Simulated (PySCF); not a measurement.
# A search over the determinants of LiN

Unrestricted PBE0; basis Li cc-pVTZ, N cc-pVTZ; no relativity; PySCF 2.14. Outer shells of the fragments: Li 2s1; N 2s2 2p3.

Followed along the bond (rough minima from three points):

```tsv
2Ms+1	unpaired	⟨S²⟩ at the start	R at minimum (Å)	Te (eV)
3	π ↑↑	2.01	1.86	0.00
3	σ ↑, π ↑	2.02	1.72	0.26
1	π ↑↓	1.00	1.85	0.50
1	σ ↓, π ↑	1.01	1.72	0.82
5	σ ↑↑, π ↑↑	6.00	none in the scan	≤ 1.98
```

Solutions found at the starting distance of 1.940 Å, counted from the lowest of them; the search is not exhaustive and high or unbound solutions are not listed, so other states can lie among these:

| 2Ms+1 | unpaired | term | E (eV) | ⟨S²⟩ | ⟨Lz²⟩ | μ (D) |
| --- | --- | --- | --- | --- | --- | --- |
| 3 | π ↑↑ | ³Σ⁻ | 0.00 | 2.01 | 0.00 | -6.75 |
| 3 | σ ↑, π ↑ | ³Π | 0.44 | 2.02 | 1.01 | -6.50 |
| 1 | π ↑↓ | mixed | 0.51 | 1.00 | 2.01 | -6.79 |
| 1 | σ ↓, π ↑ | mixed | 0.98 | 1.01 | 1.02 | -6.60 |
| 1 | none | mixed | 2.07 | 0.00 | 2.00 | -6.63 |
| 5 | σ ↑↑, π ↑↑ | ⁵Σ⁻ | 2.07 | 6.00 | 0.00 | 3.47 |
| 3 | σ ↑↑, π ↑↓ | mixed | 3.24 | 3.01 | 2.01 | 3.59 |
| 1 | σ ↓↓, π ↑↑ | mixed | 3.27 | 2.01 | 0.00 | 3.74 |
| 5 | σ ↑, π ↑↑↑ | ⁵Π | 3.46 | 6.00 | 1.00 | 1.32 |
| 3 | σ ↑, π ↑↑↓ | mixed | 4.62 | 3.01 | 3.01 | 1.31 |

A term symbol is given only where ⟨S²⟩ and ⟨Lz²⟩ are close to those of a pure state; real π, δ and φ orbitals otherwise mix terms. A positive dipole means Li(−)N(+).

Q: Compare the gap between the two lowest followed solutions at the starting distance with the gap between their minima.

A: At PBE0 the second solution (triplet, unpaired electrons σ ↑, π ↑) lies +0.44 eV from the first (triplet, unpaired electrons π ↑↑) at 1.940 Å and +0.26 eV at the minima; the two curves relax by different amounts, since their minima lie near 1.72 and 1.86 Å.

Counting both spins, an empty level lies below a filled one in some of these solutions, because spin and occupation are held.
